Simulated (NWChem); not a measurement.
System: NH2, doublet; SMILES [NH2]

Parts of the log:

```
             Northwest Computational Chemistry Package (NWChem) 7.3.0
             --------------------------------------------------------

                             Geometry "geometry" -> ""
                             -------------------------

 Output coordinates in angstroms (scale by  1.889725989 to convert to a.u.)

  No.       Tag          Charge          X              Y              Z
 ---- ---------------- ---------- -------------- -------------- --------------
    1 N                    7.0000     0.00000000     0.00000000     0.16667800
    2 H                    1.0000     0.80406400     0.00000000    -0.47184300
    3 H                    1.0000    -0.80406400     0.00000000    -0.47184300

 Effective nuclear repulsion energy (a.u.)       7.5444893523

                                 NWChem DFT Module
                                 -----------------

 Summary of "ao basis" -> "ao basis" (spherical)
 ------------------------------------------------------------------------------
       Tag                 Description            Shells   Functions and Types
 ---------------- ------------------------------  ------  ---------------------
 N                          def2-svp                 6       14   3s2p1d
 H                          def2-svp                 3        5   2s1p

 in cosmo_initialize ...
 calling solv_data for solv:h2o

 solvent parameters
 solvname_short: h2o
 solvname_long:  water
 dielec:       78.4000
 dielecinf:     1.7769
 aqueous SMD model solvent descriptors
 dielec:       78.4000
 sola:          0.8200

          ---------------
          -cosmo- solvent
          ---------------
 Cosmo: York-Karplus, doi: 10.1021/jp992097l
 dielectric constant -eps-     =  78.40
 screen = (eps-1)/(eps    )    =   0.98724
 surface charge correction     = lagrangian

   van der Waals surface
 --------------------------

 ---------- ATOMIC COORDINATES (A.U.) ------------ VDWR(ANG.) --
     1    0.00000000    0.00000000    0.31497575     1.890
     2    1.51946064    0.00000000   -0.89165398     1.200
     3   -1.51946064    0.00000000   -0.89165398     1.200
 number of segments per atom =        128
 number of   points per atom =        128
 atom (   nspa,  nppa )
 ----------------------
    1 (    112,     0 )       0
    2 (     48,     0 )       0
    3 (     48,     0 )       0
 number of -cosmo- surface points =      208
 molecular surface =     47.621 angstrom**2
 molecular volume  =     29.835 angstrom**3
 -lineq- algorithm             =   0
 -bem- low  level              =   3
 -bem- from -octahedral-
 gaussian surface charge width =   4.50000
 degree of switching           =   1.00000
 switching function tolerance  =   0.00010
 atomic radii =
 --------------
    1  7.000  1.890
    2  1.000  1.200
    3  1.000  1.200
 ...... end of -cosmo- initialization ......

 nat:                     3
 ixmem:                   608
 calling mnsol_interface()
 G(SMD-CDS) energy (kcal/mol)  =     1.462
 SMD-CDS SASA (angstrom**2)    =    57.684

            General Information
            -------------------
          SCF calculation type: DFT
          Wavefunction type:  spin polarized.
          No. of atoms     :     3
          No. of electrons :     9
           Alpha electrons :     5
            Beta electrons :     4
          Charge           :     0
          Spin multiplicity:     2
          Use of symmetry is: off; symmetry adaption is: off
          Maximum number of iterations: 150
          AO basis - number of functions:    24
                     number of shells:    12
          Convergence on energy requested:  1.00D-06
          Convergence on density requested:  1.00D-05
          Convergence on gradient requested:  5.00D-04

              XC Information
              --------------
                         B3LYP Method XC Potential
                     Hartree-Fock (Exact) Exchange  0.200
                        Slater Exchange Functional  0.800 local
                    Becke 1988 Exchange Functional  0.720 non-local
              Lee-Yang-Parr Correlation Functional  0.810
                  VWN I RPA Correlation Functional  0.190 local

             Grid Information
             ----------------
          Grid used for XC integration:  medium
          Radial quadrature: Mura-Knowles
          Angular quadrature: Lebedev.
          Tag              B.-S. Rad. Rad. Pts. Rad. Cut. Ang. Pts.
          ---              ---------- --------- --------- ---------
          N                   0.65       49           6.0       434
          H                   0.35       45           7.0       434
          Grid pruning is: on
          Number of quadrature shells:   139
          Spatial weights used:  Erf1

      Superposition of Atomic Density Guess
      -------------------------------------

 Sum of atomic energies:         -55.24273960

      Non-variational initial energy
      ------------------------------

 Total energy =     -55.307169
 1-e energy   =     -89.222437
 2-e energy   =      26.370779
 HOMO         =      -0.280308
 LUMO         =       0.126018

   convergence    iter        energy       DeltaE   RMS-Dens  Diis-err
 ---------------- ----- ----------------- --------- --------- ---------
     COSMO gas phase
 d= 0,ls=0.0,diis     1    -55.8157766236 -6.34D+01  6.83D-03  3.24D-02
                                                     7.11D-03  2.70D-02
 d= 0,ls=0.0,diis     2    -55.8297959681 -1.40D-02  1.29D-03  2.32D-03
                                                     9.89D-04  1.62D-03
 d= 0,ls=0.0,diis     3    -55.8306611019 -8.65D-04  4.02D-04  9.18D-05
                                                     6.65D-04  1.87D-04
 d= 0,ls=0.0,diis     4    -55.8307093002 -4.82D-05  2.72D-04  8.85D-05
                                                     1.62D-04  3.12D-05
 d= 0,ls=0.0,diis     5    -55.8307385723 -2.93D-05  4.75D-05  1.79D-07
                                                     7.92D-05  2.29D-06
  Resetting Diis
 d= 0,ls=0.0,diis     6    -55.8307401220 -1.55D-06  1.65D-05  4.04D-08
                                                     1.64D-05  3.16D-08
 d= 0,ls=0.0,diis     7    -55.8307401863 -6.43D-08  1.66D-06  6.21D-10
                                                     1.95D-06  6.53D-10

[...]

                                COSMO-SMD solvation results
                                ---------------------------

             internal energy in gas <Psi(g)|H|Psi(g)> =       -55.830740186328
         internal energy in solvent <Psi(s)|H|Psi(s)> =       -55.829574804735
                               delta internal energy  =         0.001165381593 (    0.73 kcal/mol)
   total free energy in solvent <Psi(s)|H+V/2|Psi(s)> =       -55.838564610085
 polarization energy contribution <Psi(s)|V/2|Psi(s)> =        -0.008989805350 (   -5.64 kcal/mol)
    total free energy in solvent including G(SMD-CDS) =       -55.836234180236
                       G(SMD-CDS) energy contribution =         0.002330429850 (    1.46 kcal/mol)
     1 M fixed-concentration free energy of solvation =        -0.005493993908 (   -3.45 kcal/mol)

                    DFT Final Alpha Molecular Orbital Analysis
                    ------------------------------------------

 Vector    3  Occ=1.000000D+00  E=-4.581775D-01
              MO Center=  9.1D-12,  4.1D-15, -1.0D-01, r^2= 9.3D-01
   Bfn.  Coefficient  Atom+Function         Bfn.  Coefficient  Atom+Function
  ----- ------------  ---------------      ----- ------------  ---------------
     4      0.487219  1 N  px                15     -0.316247  2 H  s
    20      0.316247  3 H  s                  7     -0.208618  1 N  px
    16     -0.111388  2 H  s                 21      0.111388  3 H  s
    13     -0.028049  1 N  d  1

 Vector    4  Occ=1.000000D+00  E=-3.177619D-01
              MO Center=  5.2D-13,  3.2D-12,  3.1D-01, r^2= 8.3D-01
   Bfn.  Coefficient  Atom+Function         Bfn.  Coefficient  Atom+Function
  ----- ------------  ---------------      ----- ------------  ---------------
     6      0.526551  1 N  pz                 3     -0.392197  1 N  s
     9     -0.352248  1 N  pz                 2     -0.226208  1 N  s
    15      0.184483  2 H  s                 20      0.184483  3 H  s
     1     -0.112730  1 N  s                 16      0.082689  2 H  s
    21      0.082689  3 H  s

 Vector    5  Occ=1.000000D+00  E=-3.064327D-01
              MO Center= -4.4D-14, -3.3D-12,  1.4D-01, r^2= 7.4D-01
   Bfn.  Coefficient  Atom+Function         Bfn.  Coefficient  Atom+Function
  ----- ------------  ---------------      ----- ------------  ---------------
     5      0.640956  1 N  py                 8     -0.486941  1 N  py

 Vector    6  Occ=0.000000D+00  E= 7.424306D-02
              MO Center=  6.2D-12,  1.3D-14, -7.1D-01, r^2= 3.1D+00
   Bfn.  Coefficient  Atom+Function         Bfn.  Coefficient  Atom+Function
  ----- ------------  ---------------      ----- ------------  ---------------
     3      1.223845  1 N  s                 16     -1.021061  2 H  s
    21     -1.021061  3 H  s                  9     -0.473737  1 N  pz
     6      0.235608  1 N  pz                 2      0.225389  1 N  s
     1      0.114756  1 N  s                 15     -0.099365  2 H  s
    20     -0.099365  3 H  s

 Vector    7  Occ=0.000000D+00  E= 1.462127D-01
              MO Center= -1.2D-11,  3.7D-15, -6.0D-01, r^2= 3.3D+00
   Bfn.  Coefficient  Atom+Function         Bfn.  Coefficient  Atom+Function
  ----- ------------  ---------------      ----- ------------  ---------------
    16      1.366820  2 H  s                 21     -1.366820  3 H  s
     7     -0.753542  1 N  px                 4      0.391610  1 N  px
    15      0.108300  2 H  s                 20     -0.108300  3 H  s

 Vector    8  Occ=0.000000D+00  E= 5.225132D-01
              MO Center=  2.1D-11,  3.0D-15, -1.0D-01, r^2= 2.0D+00
   Bfn.  Coefficient  Atom+Function         Bfn.  Coefficient  Atom+Function
  ----- ------------  ---------------      ----- ------------  ---------------
    15      0.947617  2 H  s                 20     -0.947617  3 H  s
    16     -0.660941  2 H  s                 21      0.660941  3 H  s
     7     -0.614611  1 N  px                 4      0.156098  1 N  px
    13      0.112613  1 N  d  1              19     -0.070672  2 H  pz
    24      0.070672  3 H  pz

                     DFT Final Beta Molecular Orbital Analysis
                     -----------------------------------------

 Vector    2  Occ=1.000000D+00  E=-7.770037D-01
              MO Center= -7.6D-12,  1.5D-14, -1.2D-01, r^2= 6.7D-01
   Bfn.  Coefficient  Atom+Function         Bfn.  Coefficient  Atom+Function
  ----- ------------  ---------------      ----- ------------  ---------------
     2      0.516993  1 N  s                  1      0.258093  1 N  s
    15      0.232719  2 H  s                 20      0.232719  3 H  s
     3      0.225310  1 N  s                  6      0.134685  1 N  pz
    16      0.030381  2 H  s                 21      0.030381  3 H  s
    17     -0.026887  2 H  px                22      0.026887  3 H  px

 Vector    3  Occ=1.000000D+00  E=-4.435263D-01
              MO Center=  1.0D-11,  5.9D-15, -1.2D-01, r^2= 9.6D-01
   Bfn.  Coefficient  Atom+Function         Bfn.  Coefficient  Atom+Function
  ----- ------------  ---------------      ----- ------------  ---------------
     4      0.468402  1 N  px                15     -0.331506  2 H  s
    20      0.331506  3 H  s                  7     -0.194760  1 N  px
    16     -0.126668  2 H  s                 21      0.126668  3 H  s
    13     -0.026387  1 N  d  1

 Vector    4  Occ=1.000000D+00  E=-2.927008D-01
              MO Center=  7.4D-13, -3.7D-13,  3.4D-01, r^2= 8.3D-01
   Bfn.  Coefficient  Atom+Function         Bfn.  Coefficient  Atom+Function
  ----- ------------  ---------------      ----- ------------  ---------------
     6      0.511530  1 N  pz                 3     -0.415923  1 N  s
     9     -0.361560  1 N  pz                 2     -0.231644  1 N  s
    15      0.177453  2 H  s                 20      0.177453  3 H  s
     1     -0.119006  1 N  s                 16      0.085161  2 H  s
    21      0.085161  3 H  s

 Vector    5  Occ=0.000000D+00  E=-9.498493D-02
              MO Center= -4.3D-14,  3.7D-13,  1.4D-01, r^2= 8.7D-01
   Bfn.  Coefficient  Atom+Function         Bfn.  Coefficient  Atom+Function
  ----- ------------  ---------------      ----- ------------  ---------------
     8     -0.573049  1 N  py                 5      0.552522  1 N  py
    18     -0.028585  2 H  py                23     -0.028585  3 H  py

 Vector    6  Occ=0.000000D+00  E= 8.249476D-02
              MO Center=  5.2D-12,  6.1D-14, -7.3D-01, r^2= 3.1D+00
   Bfn.  Coefficient  Atom+Function         Bfn.  Coefficient  Atom+Function
  ----- ------------  ---------------      ----- ------------  ---------------
     3      1.270093  1 N  s                 16     -1.039939  2 H  s
    21     -1.039939  3 H  s                  9     -0.478489  1 N  pz
     6      0.231012  1 N  pz                 2      0.207410  1 N  s
     1      0.114964  1 N  s                 15     -0.080679  2 H  s
    20     -0.080679  3 H  s

 Vector    7  Occ=0.000000D+00  E= 1.516168D-01
              MO Center= -1.1D-11,  4.5D-16, -5.9D-01, r^2= 3.3D+00
   Bfn.  Coefficient  Atom+Function         Bfn.  Coefficient  Atom+Function
  ----- ------------  ---------------      ----- ------------  ---------------
    16      1.378543  2 H  s                 21     -1.378543  3 H  s
     7     -0.766556  1 N  px                 4      0.389784  1 N  px
    15      0.091863  2 H  s                 20     -0.091863  3 H  s

   alpha - beta orbital overlaps
   -----------------------------

   alpha      1      2      3      4      5      6      7      8      9     10
    beta      1      2      3      4      5      6      7      8      9     11
 overlap   1.000  0.999  1.000  0.999  0.996  0.999  1.000  1.000  0.999  0.996

   alpha     11     12     13     14     15     16     17     18     19     20
    beta     10     12     13     14     15     16     17     18     19     20
 overlap   0.998  1.000  0.999  1.000  1.000  1.000  1.000  1.000  0.998  1.000

   alpha     21     22     23     24
    beta     21     22     23     24
 overlap   1.000  0.998  0.997  1.000

     --------------------------
     Expectation value of S2:
     --------------------------
      <S2> =      0.7527 (Exact =     0.7500)

     Multipole analysis of the density
     ---------------------------------

     L   x y z        total         alpha         beta         nuclear
     -   - - -        -----         -----         ----         -------
     0   0 0 0     -0.000000     -5.000000     -4.000000      9.000000

     1   1 0 0     -0.000000     -0.000000     -0.000000      0.000000
     1   0 1 0      0.000000     -0.000000      0.000000      0.000000
     1   0 0 1     -0.875958     -0.802703     -0.494777      0.421522

     2   2 0 0     -3.983777     -4.483103     -4.118195      4.617521
     2   1 1 0     -0.000000      0.000000     -0.000000      0.000000
     2   1 0 1     -0.000000     -0.000000     -0.000000      0.000000
     2   0 2 0     -5.030335     -3.292908     -1.737427      0.000000
     2   0 1 1      0.000000     -0.000000      0.000000      0.000000
     2   0 0 2     -5.482318     -4.125788     -3.641091      2.284562
```

Level: B3LYP/def2-SVP, spin-unrestricted, SMD on the gas-phase geometry. In the optimisation the excess spin sits in b2 (C2v, its own frame). Coordinates come from a PBE0-D3(BJ)/def2-TZVP, spin-unrestricted optimisation. No stability test was run on the SCF state. B3LYP is NWChem's, with the RPA form of VWN correlation. Solvent: water.

Question: Which NWChem input produces such a log?

Answer: This is not unique; one that fits is the input that was run:
```
start job
memory heap 200 mb stack 900 mb global 1100 mb
geometry units angstroms noautosym nocenter noautoz
  N      0.000000     0.000000     0.166678
  H      0.804064     0.000000    -0.471843
  H     -0.804064     0.000000    -0.471843
end
basis spherical
  N library def2-svp
  H library def2-svp
end
dft
  odft
  mult 2
  xc b3lyp
  iterations 150
end
cosmo
  do_cosmo_smd true
  solvent water
end
task dft energy
```
